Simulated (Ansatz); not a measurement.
hcp Rh (model structure)

The numbers are results of PBEsol in Ansatz (plane waves, PAW), not measurements.

Numerical settings: plane-wave cutoff 500 eV, 36×36×16 k mesh (along the axes of the cell as run), Fermi–Dirac smearing 0.1 eV, no spin polarisation, scalar-relativistic PAW data made under PBE.

Cell (relaxed at this level):

Rh is taken in the hexagonal space group P6₃/mmc (No. 194), the hcp (Mg type) structure, Pearson symbol hP2. Cell: a = b = 2.689 Å, c = 4.336 Å, α = β = 90.00°, γ = 120.00°. Rh on 2c is coordinated by 12 Rh at 2.666–2.689 Å (anticuboctahedral). (Neighbours: up to the widest gap in distance over summed covalent radii, below 1.35, at either atom.)

```
Item      Value
--------  -----
band gap   none
```

Note: the relaxation could raise the start's symmetry but not lower it, so the cell can be a saddle point.

Spin–orbit coupling is not included.

The computed numbers hold no vibrational or temperature effects.

The result took around 2.7 core-minutes (rough).

A model structure was made by putting elements into a prototype or built by hand; it is no filed structure, need not be a known phase, and can be a saddle point held by its symmetry.

Ansatz is a quantum-chemistry and plane-wave program.
